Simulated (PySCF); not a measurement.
Molecule: `C=CC(=O)C=C`, C5H6O.

Atom-mapped SMILES (the numbers label the heavy atoms): `[CH2:1]=[CH:2][C:3](=[O:4])[CH:5]=[CH2:6]`. Each H is labelled by its parent atom. Ha(C1), Ha(C6) are cis to C3; Hb(C1), Hb(C6) are trans to C3.

Geometry PBE0-D3(BJ)/def2-SVP throughout; GIAO in PySCF, gas phase, one conformer, non-relativistic; equivalent atoms averaged; functional PBE0.

For orientation, 6-31G* gives these shifts δ (against TMS, H2O at the same level): C3 174.1, C2/C5 129.5, C1/C6 128.7, O4 513.8, H(C2)/H(C5) 6.34, Ha(C1)/Ha(C6) 6.85, Hb(C1)/Hb(C6) 5.81 ppm.

A run gave: C3 185.8, C2/C5 139.7, C1/C6 138.6, O4 559.0, H(C2)/H(C5) 6.77, Ha(C1)/Ha(C6) 7.10, Hb(C1)/Hb(C6) 6.02 ppm (shifts δ (against TMS, H2O at the same level)).

Which basis set was used in that run?
A. aug-cc-pVDZ
B. IGLO-III
C. pcSseg-2
D. pcSseg-1
E. cc-pVTZ

Results:

E. C1/C6 tells them apart best: cc-pVTZ gives 138.6, aug-cc-pVDZ gives 133.0, pcSseg-2 gives 144.5, IGLO-III gives 143.2, pcSseg-1 gives 141.3 ppm.
